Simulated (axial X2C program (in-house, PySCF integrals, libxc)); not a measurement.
Testing model relations on PH

A bond curve at the CCSD(T) level, 2c, was computed with an axial X2C code built on PySCF integrals (basis P dyall-v3z [8s7p2d1f], H dyall-v3z [6s2p1d] (cores contracted in-house)) for the state Ω = 1 (⟨Sz⟩ = 1.00, ⟨Lz⟩ = 0.00 at HF). Its fit gives Re = 1.4299 Å, ωe = 2347.6 cm⁻¹, ωexe = 43.8 cm⁻¹ and αe = 2.505e-01 cm⁻¹; the masses are 30.9738 and 1.0078 u. Two-component means X2C with spin–orbit coupling and atomic mean-field Coulomb and Gaunt terms.

Correlated methods: 6 electrons correlated (number of frozen shells: P 2 s, 1 p; H none), 100 virtual spin orbitals or spinors in MP2, 72 natural virtuals in coupled cluster.

(1) Find the reduced mass, Be and the force constant.

(2) Where do the fundamental and the first overtone lie?

(3) Estimate De from a Morse curve and compare with the computed well depth of 3.049 eV to P + H.

(4) A Morse curve ties αe to the other constants (Pekeris). How well does that hold?

(5) Estimate the centrifugal constant by the Kratzer relation.

The state is a single determinant with fixed occupations, the lowest that a limited PBE0 search found. De is counted from the lowest determinant-based energies of the atoms at the same level, without counterpoise correction. CCSD and (T) use frozen natural virtuals with an MP2 correction for the truncation; (T) itself is uncorrected, so its De runs slightly low. With several unpaired electrons one determinant need not be a pure state. Open-shell Ω = 0 determinants with evenly filled partner blocks cannot be reached by this program, so the Ω shown need not be the lowest component. This is the Ω = 1 component of a π² triplet; the 0⁺ component is not one determinant and can lie lowest.

Answers

(1) From the CCSD(T) values: μ = 0.9760 u. Be = 16.8576/(μ Re²) = 8.447 cm⁻¹. k = 5.8918×10⁻⁷ μ ωe² = 3.17 mdyn/Å.

(2) ν(1←0) = ωe − 2ωexe = 2260.0 cm⁻¹; ν(2←0) = 2ωe − 6ωexe = 4432.4 cm⁻¹.

(3) De(Morse) = ωe²/(4ωexe) = 3.900 eV against 3.049 eV computed, a ratio of 1.28. The extrapolation overshoots: the well softens faster than a Morse curve, or the lowest atomic limit lies below the one to which the curve heads.

(4) αe(Morse) = 6Be²/ωe × (√(ωexe/Be) − 1) = 2.329e-01 cm⁻¹; the CCSD(T) curve gives 2.505e-01 cm⁻¹, a ratio of 0.93.

(5) D = 4Be³/ωe² = 4.37e-04 cm⁻¹.
